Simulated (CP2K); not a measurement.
# [SiPH6]+ (SMILES [SiH3][PH3+]) at 3 levels

We compute a comparison of 3 runs (AM1, GFN2-xTB, GFN1-xTB) of [SiPH6]+. 

The calculation is run with CP2K 2026.2.

4 further runs of the same task are left out: 2 that didn't finish, 2 set aside as unsound or not needed.

### Step 1. Starting point

[SiPH6]+: 8 atoms, total charge +1, spin state singlet. SMILES: `[SiH3][PH3+]`. Geometry: relaxed at GFN2-xTB.

Bond lengths: Si1–P2 2.357 Å, Si1–H3 1.460 Å, Si1–H4 1.460 Å, Si1–H5 1.460 Å, P2–H6 1.378 Å, P2–H7 1.378 Å, P2–H8 1.378 Å. Some angles: Si1–P2–H6 118.1°, Si1–P2–H7 117.8°, Si1–P2–H8 118.3°, P2–Si1–H3 100.3°, P2–Si1–H4 100.4°, P2–Si1–H5 100.2°, H6–P2–H7 99.7°, H6–P2–H8 99.7°, H7–P2–H8 99.7°, H3–Si1–H4 116.9°.

### Step 2. Energy and forces at AM1 (run 1)

Input file molecule.xyz:

```xyz
8

Si    -0.470960     0.566370    -1.099950
P      0.365010    -0.443380     0.859200
H     -0.094330    -0.437370    -2.091670
H     -1.888550     0.663780    -0.763060
H      0.295360     1.809660    -1.096990
H      0.210770     0.229090     2.051630
H      1.715080    -0.712290     0.918170
H     -0.132380    -1.675860     1.222670
```

Input file calc.inp:

```
&GLOBAL
    PROJECT calc
    RUN_TYPE ENERGY_FORCE
    PRINT_LEVEL MEDIUM
&END

&FORCE_EVAL
    METHOD QUICKSTEP
    &DFT
        CHARGE 1
        &QS
            METHOD AM1
            EPS_DEFAULT 1.0E-10
            &SE
                &COULOMB
                    CUTOFF [angstrom] 50
                    RC_RANGE [angstrom] 0
                &END
                &EXCHANGE
                    CUTOFF [angstrom] 50
                    RC_RANGE [angstrom] 0
                &END
            &END
        &END
        &POISSON
            PERIODIC NONE
            POISSON_SOLVER ANALYTIC
        &END
        &SCF
            SCF_GUESS MOPAC
            EPS_SCF 1.0E-07
            MAX_SCF 84
            ADDED_MOS 6
            &DIAGONALIZATION
                ALGORITHM STANDARD
            &END
            &MIXING
                METHOD DIRECT_P_MIXING
                ALPHA 0.4
            &END
            &SMEAR ON
                METHOD FERMI_DIRAC
                ELECTRONIC_TEMPERATURE [K] 300
            &END
        &END
        &PRINT
            &MOMENTS
                PERIODIC F
                REFERENCE COM
                MAX_MOMENT 1
            &END
            &MO ON
                ENERGIES T
                OCCUPATION_NUMBERS T
                NDIGITS 6
                &EACH
                    QS_SCF 0
                &END
                ADD_LAST NUMERIC
            &END
            &HIRSHFELD OFF
            &END
        &END
    &END
    &SUBSYS
        &CELL
            ABC 19.6 19.5 20.1
            PERIODIC NONE
        &END
        &TOPOLOGY
            COORD_FILE_NAME molecule.xyz
            COORD_FILE_FORMAT XYZ
            &CENTER_COORDINATES
            &END
        &END
    &END
    &PRINT
        &FORCES ON
        &END
    &END
&END
```

Run with:

```
$ OMP_NUM_THREADS=1 cp2k.psmp -i calc.inp > calc.out 2>&1
```

What it wrote:

```text
CP2K| version string:                                       CP2K version 2026.2
[...]
 GLOBAL| Method name                                                        CP2K
[...]
 GLOBAL| Run type                                                   ENERGY_FORCE
[...]
                             - Atoms:                                          8
[...]
                             - Spherical basis functions:                     14
[...]
 Number of electrons:                                                         14
[...]
     1 P_Mix/Diag. 0.40E+00    0.0     0.91410433        -7.6050052355 -7.61E+00
[...]
    19 DIIS/Diag.  0.28E-07    0.0     0.00000007       -10.4672181165 -7.64E-14
  *** SCF run converged in    19 steps ***
  Core-core repulsion energy [eV]:                            511.36982798321685
  Core Hamiltonian energy [eV]:                              -391.91460737981197
  Two-electron integral energy [eV]:                         -808.56542136297708
  Electronic energy [eV]:                                    -796.19731806130051
  Electronic entropic energy:                                  -0.00000000000000
  Fermi energy:                                                -0.29200679917375
  Total energy [eV]:                                         -284.82749007808371
  Atomic reference energy [eV]:                               293.35053776427714
  Heat of formation [kcal/mol]:                               196.54616441333607
[...]
 SE_DIPOLE| Moment [Debye]         -0.54351124       0.64631900      -1.25866428
 SE_DIPOLE| Derivative [a.u.]       0.00000000       0.00000000       0.00000000
 ENERGY| Total FORCE_EVAL ( QS ) energy [hartree]            -10.467218116489063
[...]
```

Run time: 0.48 s. Hardware: 1 thread of Arm Neoverse N1, shared host; peak memory 0.14 GiB.

### Step 3. A single-point energy at GFN2-xTB (run 2)

Input file molecule.inp:

```
&FORCE_EVAL
 METHOD QS
 &DFT
  CHARGE 1
  MULTIPLICITY 1
  ! Quickstep
  &QS
   METHOD XTB
   EPS_DEFAULT 1.0E-10
   &XTB
    GFN_TYPE TBLITE
    &TBLITE
     METHOD GFN2
    &END
    CHECK_ATOMIC_CHARGES F
   &END
  &END
  ! no periodic images
  &POISSON
   PERIODIC NONE
   POISSON_SOLVER ANALYTIC
  &END
  &SCF
   SCF_GUESS ATOMIC
   EPS_SCF 1.0E-06
   MAX_SCF 150
   ADDED_MOS 2
   &DIAGONALIZATION
    ALGORITHM STANDARD
   &END
   &MIXING
    METHOD DIRECT_P_MIXING
    ALPHA 0.4
   &END
   &SMEAR ON
    METHOD FERMI_DIRAC
    ELECTRONIC_TEMPERATURE [K] 300
   &END
  &END
  ! extra output
  &PRINT
   &MOMENTS
    PERIODIC F
    REFERENCE COM
    MAX_MOMENT 1
   &END
   &MO ON
    ENERGIES T
    OCCUPATION_NUMBERS T
    NDIGITS 6
    &EACH
     QS_SCF 0
    &END
    ADD_LAST NUMERIC
   &END
   &HIRSHFELD OFF
   &END
  &END
 &END
 ! atoms, cell and kinds
 &SUBSYS
  ! vacuum box
  &CELL
   ABC [angstrom] 19.6 19.5 20.1
   PERIODIC NONE
  &END
  &COORD
   Si    -0.470960     0.566370    -1.099950
   P      0.365010    -0.443380     0.859200
   H     -0.094330    -0.437370    -2.091670
   H     -1.888550     0.663780    -0.763060
   H      0.295360     1.809660    -1.096990
   H      0.210770     0.229090     2.051630
   H      1.715080    -0.712290     0.918170
   H     -0.132380    -1.675860     1.222670
  &END
  &TOPOLOGY
   &CENTER_COORDINATES
   &END
  &END
 &END
&END
&GLOBAL
 PROJECT_NAME molecule
 RUN_TYPE ENERGY
 PRINT_LEVEL MEDIUM
&END
```

Run with:

```
$ OMP_NUM_THREADS=1 cp2k.psmp -i molecule.inp -o molecule.out
```

What it wrote:

```text
CP2K| version string:                                       CP2K version 2026.2
[...]
 GLOBAL| Method name                                                        CP2K
[...]
 GLOBAL| Run type                                                         ENERGY
[...]
                             - Atoms:                                          8
[...]
                             - Spherical basis functions:                     24
[...]
 Number of electrons:                                                         14
[...]
  *** SCF run converged in    14 steps ***
[...]
  Fermi energy:                                                -0.45731188753930
[...]
 TB_DIPOLE| Moment [Debye]         -0.05138129       0.05942907      -0.11630210
 TB_DIPOLE| Derivative [a.u.]       0.00000000       0.00000000       0.00000000
[...]
 ENERGY| Total FORCE_EVAL ( QS ) energy [hartree]             -6.869725774592272
[...]
```

Wall time 0.49 s (1 thread of Arm Neoverse N1, shared host); peak memory 0.14 GiB.

### Step 4. The energy at GFN1-xTB (run 3)

Input file job.inp:

```
&GLOBAL
  PROJECT_NAME job
  RUN_TYPE ENERGY
  PRINT_LEVEL MEDIUM
&END

&FORCE_EVAL
  METHOD Quickstep
  &DFT
    CHARGE 1
    &QS
      METHOD XTB
      EPS_DEFAULT 1.0E-10
      &XTB
        GFN_TYPE 1
        CHECK_ATOMIC_CHARGES F
      &END
    &END
    # cluster boundary conditions
    &POISSON
      PERIODIC NONE
      POISSON_SOLVER ANALYTIC
    &END
    &SCF
      SCF_GUESS ATOMIC
      EPS_SCF 1.0E-07
      MAX_SCF 100
      ADDED_MOS 2
      &DIAGONALIZATION
        ALGORITHM STANDARD
      &END
      &MIXING
        METHOD BROYDEN_MIXING
        ALPHA 0.2
        NBUFFER 8
      &END
      &SMEAR ON
        METHOD FERMI_DIRAC
        ELECTRONIC_TEMPERATURE [K] 300
      &END
    &END
    # extra output
    &PRINT
      &MOMENTS
        PERIODIC F
        REFERENCE COM
        MAX_MOMENT 1
      &END
      &MO ON
        ENERGIES T
        OCCUPATION_NUMBERS T
        NDIGITS 6
        &EACH
          QS_SCF 0
        &END
        ADD_LAST NUMERIC
      &END
      &HIRSHFELD OFF
      &END
    &END
  &END
  &SUBSYS
    &CELL
      ABC 11.6 11.5 12.1
      PERIODIC NONE
    &END
    &COORD
      UNIT bohr
      Si    -0.8899854     1.0702842    -2.0786043
      P      0.6897689    -0.8378668     1.6236527
      H     -0.1782579    -0.8265095    -3.9526834
      H     -3.5688423     1.2543624    -1.4419744
      H      0.5581495     3.4197618    -2.0730107
      H      0.3982976     0.4329174     3.8770188
      H      3.2410315    -1.3460330     1.7350898
      H     -0.2501619    -3.1669164     2.3105114
    &END
    &TOPOLOGY
      &CENTER_COORDINATES
      &END
    &END
  &END
&END
```

Run with:

```
$ OMP_NUM_THREADS=1 cp2k.psmp -i job.inp -o job.out
```

What it wrote:

```text
CP2K| version string:                                       CP2K version 2026.2
[...]
 GLOBAL| Method name                                                        CP2K
[...]
 GLOBAL| Run type                                                         ENERGY
[...]
                             - Atoms:                                          8
[...]
                             - Spherical basis functions:                     30
[...]
 Number of electrons:                                                         14
[...]
     1 NoMix/Diag. 0.20E+00    0.0     0.52194705        -7.2157502793 -7.22E+00
[...]
    32 Broy./Diag. 0.20E+00    0.0     0.00000007        -7.2789334537  2.82E-07
  *** SCF run converged in    32 steps ***
[...]
  Fermi energy:                                                -0.48382936160338
[...]
 TB_DIPOLE| Moment [Debye]          0.39245123      -0.46932838       0.91312952
 TB_DIPOLE| Derivative [a.u.]       0.00000000       0.00000000       0.00000000
[...]
 ENERGY| Total FORCE_EVAL ( QS ) energy [hartree]             -7.278933453658166
[...]
```

It took 0.63 s on 1 thread of Arm Neoverse N1, shared host; peak memory 0.15 GiB.

### Step 5. The series

| run | level | task | SCF convergence threshold | energy (Eh) | HOMO energy (eV) | LUMO energy (eV) | HOMO–LUMO gap (eV) | wall time |
| --- | --- | --- | --- | --- | --- | --- | --- | --- |
| 1 | AM1 | gradient | 1e-07 | -10.467218 | -17.47 | -7.03 | 10.44 | 0.48 s |
| 2 | GFN2-xTB | energy | 1e-06 | -6.869726 | -17.13 | -11.53 | 5.60 | 0.49 s |
| 3 | GFN1-xTB | energy | 1e-07 | -7.278933 | -18.19 | -12.23 | 5.95 | 0.63 s |

### Step 6. Results

| quantity | value |
| --- | --- |
| run 3: total energy | -7.27893 Eh |
| run 3: HOMO energy | -18.19 eV |
| run 3: LUMO energy | -12.23 eV |
| run 3: HOMO–LUMO gap | 5.95 eV |
| run 3: dispersion energy | -5.81 kJ/mol |

What this shows: The HOMO–LUMO gap runs from 5.60 eV (GFN2-xTB) to 10.44 eV (AM1). Force-field and semi-empirical energies have zeros of their own, so their totals don't compare. All runs together took 1.6 s, the longest 0.63 s.
